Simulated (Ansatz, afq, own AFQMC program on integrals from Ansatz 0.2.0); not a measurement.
**MgBr⁻, triplet: a scan with AFQMC**

```yaml
atoms:
  - { symbol: Br, position_ang: [0.0000, 0.0000, 0.0000] }
  - { symbol: Mg, position_ang: [0.0000, 0.0000, 2.4749] }
```

The Br1–Mg2 distance is changed with both sides rigid. Energies in eV count from this geometry (2.475 Å) at the same level; the start stands on UHF, each point on the determinant named.

Basis aug-cc-pVDZ. Only valence electrons are correlated. Integrals, coupled cluster, full CI and functionals: Ansatz 0.2.0; the random walks run on the same integrals in our own AFQMC program. ph-AFQMC/CISD is guided by a CISD state made of CCSD amplitudes; releasing the constraint for a short imaginary time cuts its bias at the price of noise, slowly where states lie close. Error bars are statistical, one sigma. No spin–orbit coupling.

Cautions, each for one point or more: inner d shell frozen; lower spins were not checked; no relativity below Rb; no spin-orbit coupling; the ph-AFQMC/CISD walk drifts between its halves.

```json
{"r(Br1–Mg2) / Å": "1.950", "det.": "UHF", "T1": "0.021", "weight": "0.91", "⟨S²⟩": "2.00", "r2SCAN": "1.822", "B3LYP": "1.836", "CCSD(T)": "2.035"}
{"r(Br1–Mg2) / Å": "3.085", "det.": "UHF", "T1": "0.017", "weight": "0.91", "⟨S²⟩": "2.00", "r2SCAN": "0.517", "B3LYP": "0.479", "CCSD(T)": "0.457"}
{"r(Br1–Mg2) / Å": "4.046", "det.": "UHF", "T1": "0.017", "weight": "0.91", "⟨S²⟩": "2.00", "r2SCAN": "1.350", "B3LYP": "1.246", "CCSD(T)": "1.282"}
```

Problem. Estimate the curve of CCSDT(Q), counted from the same start.

Solution. 
```csv
r(Br1–Mg2) / Å,det.,T1,weight,⟨S²⟩,CCSDT(Q),ph-AFQMC/CISD,released AFQMC
1.950,UHF,0.021,0.91,2.00,2.037,2.044 ± 0.011,2.057 ± 0.013
3.085,UHF,0.017,0.91,2.00,0.454,0.466 ± 0.011,0.453 ± 0.014
4.046,UHF,0.017,0.91,2.00,1.280,1.281 ± 0.011,1.272 ± 0.019
```

Weight is that of the determinant in the CISD state; at the start T1 is 0.013 and the weight 0.91, and ⟨S²⟩ is 2.00. Largest departures from CCSDT(Q), at the points where its series has closed: CCSD(T) 0.003 eV at 3.085 (on UHF), ph-AFQMC/CISD 0.012 eV at 3.085 (on UHF) (within the noise), released AFQMC 0.020 eV at 1.950 (on UHF) (within the noise), r2SCAN -0.215 eV at 1.950, B3LYP -0.201 eV at 1.950. Functionals count only at points shown to share the start's state and spin. In this small basis the wave-function levels are far from their limit, so their gap to the functionals isn't the functionals' error.

A walk keeps the symmetry of its determinant, which the program's search chose and which needn't be the lowest solution, so a lower state of the same spin and another symmetry isn't excluded. Released energies are given only where the last usable release times agree within the noise; a slower fall can still hide under it.
